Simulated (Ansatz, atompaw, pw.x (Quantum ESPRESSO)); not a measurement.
What a changed setting does to a pw.x run (bcc Mo)

Potential: PAW, atompaw 4.2.0.5, LDA (PW92); core [Ar] 3d10, reference 4s2 4p6 4d5 5s0.5 5p0.5; waves: 4s (bound): rc 1.20 bohr; 5s (bound): rc 2.25 bohr; 4p (bound): rc 2.15 bohr; 5p (bound): rc 2.25 bohr; 4d (bound): rc 1.40 bohr; 4d channel at 0.9 Ry: rc 1.40 bohr; local part: bessel scheme, radius 2.25 bohr; core correction: smooth core density matched at 1.80 bohr; augmentation: sinc compensation charge, radius 2.05 bohr; PAW radius 2.25 bohr; waves and projectors: custom rrkj vanderbiltortho.

The reference run (k-mesh 15³, cutoffs 110/900 Ry, Fermi–Dirac 0.01 Ry, mixing_beta 0.4, conv_thr 1e-9, no spin) gives 3.81 GPa at 15.067 Å³/atom, where all-electron LAPW gives 0.24 GPa. This run, with its own iteration cap, changes conv_thr to 0.0001.

```
&control
  calculation='scf', prefix='x', pseudo_dir='./', outdir='./tmp', tstress=.true., disk_io='none'
/
&system
  ibrav=0, nat=1, ntyp=1, ecutwfc=110, ecutrho=900, nbnd=15,
  occupations='smearing', smearing='fd', degauss=0.01
/
&electrons
  conv_thr=0.0001, mixing_beta=0.4, electron_maxstep=50
/
ATOMIC_SPECIES
Mo 1.0 Mo.UPF
CELL_PARAMETERS angstrom
  -1.55592598 1.55592598 1.55592598
  1.55592598 -1.55592598 1.55592598
  1.55592598 1.55592598 -1.55592598
ATOMIC_POSITIONS crystal
Mo 0.0000 0.0000 0.0000
K_POINTS automatic
15 15 15 0 0 0
```

```bash
pw.x < Mo.scf.in > Mo.scf.out
```

Q: How does the run end?

A: It converges in 5 iterations; the free energy moves by +0.1 meV/atom and the pressure by -1.25 GPa.

```
Message from routine setup:
     using ibrav=0 with symmetry is DISCOURAGED, use correct ibrav instead
     lattice parameter (alat)  =       5.0927  a.u.
     unit-cell volume          =     101.6772 (a.u.)^3
     number of electrons       =        14.00
     number of Kohn-Sham states=           15
     kinetic-energy cutoff     =     110.0000  Ry
     charge density cutoff     =     900.0000  Ry
     scf convergence threshold =      1.0E-04
     Exchange-correlation= SLA PW NOGX NOGC
     number of k points=   120  Fermi-Dirac smearing, width (Ry)=  0.0100
     iteration #  1     ecut=   110.00 Ry     beta= 0.40
     total energy              =    -355.45954629 Ry
     estimated scf accuracy    <       0.14374738 Ry
     iteration #  2     ecut=   110.00 Ry     beta= 0.40
     total energy              =    -355.47782155 Ry
     estimated scf accuracy    <       0.03263238 Ry
     iteration #  3     ecut=   110.00 Ry     beta= 0.40
     total energy              =    -355.48194470 Ry
     estimated scf accuracy    <       0.01134485 Ry
     iteration #  4     ecut=   110.00 Ry     beta= 0.40
     total energy              =    -355.48224550 Ry
     estimated scf accuracy    <       0.00032372 Ry
     iteration #  5     ecut=   110.00 Ry     beta= 0.40
     the Fermi energy is    21.2904 ev
!    total energy              =    -355.48234536 Ry
     estimated scf accuracy    <       0.00006935 Ry
     smearing contrib. (-TS)   =      -0.00296963 Ry
     The total energy is F=E-TS. E is the sum of the following terms:
     one-electron contribution =     -12.16560143 Ry
     hartree contribution      =      20.77623674 Ry
     xc contribution           =     -15.99269570 Ry
     ewald contribution        =    -121.29647829 Ry
     one-center paw contrib.   =    -226.80083705 Ry
     convergence has been achieved in   5 iterations
          total   stress  (Ry/bohr**3)                   (kbar)     P=       25.65
     Message from routine punch:
     Nothing written, as per user request (disk_io='none')
```

The run took about 26 s on one core of a shared host (Intel(R) Xeon(R) Platinum 8488C, 192 threads, 744 GiB, load 45).
